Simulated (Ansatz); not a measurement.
Born–Oppenheimer molecular dynamics of BH$_{4}$NO (7 atoms, charge 0, multiplicity 1). It starts from a relaxed structure.

The calculation used RKS PBE-D4/def2-SVP in Ansatz 0.2.0.

```json
{
 "ensemble": "NVE (velocity Verlet)",
 "time step": "0.5 fs",
 "steps asked": "250",
 "starting velocities drawn for": "1500 K",
 "masses": "H 2.014 u",
 "seed": "700294"
}
```

First frame:

```xyz
7
Properties=species:S:1:pos:R:3
B 0.015 -0.046 0.034
N -0.025 -0.044 1.448
H -0.845 -0.266 2.014
H 0.798 0.186 2.003
H 1.057 0.235 -0.531
O -1.057 -0.345 -0.776
H -1.865 -0.566 -0.279
```

(1) How far do the bonds stretch over the last three quarters of this one trajectory? (Pairs bonded in most of those frames.)

Answers

(1) 
```tsv
bond	mean (Å)	spread (Å)	shortest	longest
B1–N2	1.435	0.060	1.32	1.54
B1–H5	1.226	0.031	1.16	1.29
B1–O6	1.387	0.058	1.30	1.49
N2–H3	1.027	0.008	1.01	1.05
N2–H4	1.022	0.021	0.99	1.06
O6–H7	0.979	0.007	0.95	0.99
```

Mean temperature of the second half: 711 K. The conserved energy stayed within 0.32 meV per atom of its start (net change 0.2 meV per atom), so the integration is sound. Over the second half the temperature averaged 0.47 of the 1500 K drawn at the start: a run that starts near a minimum puts about half its kinetic energy into the potential. A run of 0.12 ps of so small a system gives no equilibrium averages.

The run took 2.4 min on 1 thread of Intel(R) Xeon(R) 6975P-C (Granite Rapids) (shared host), peak memory 0.12 GiB.
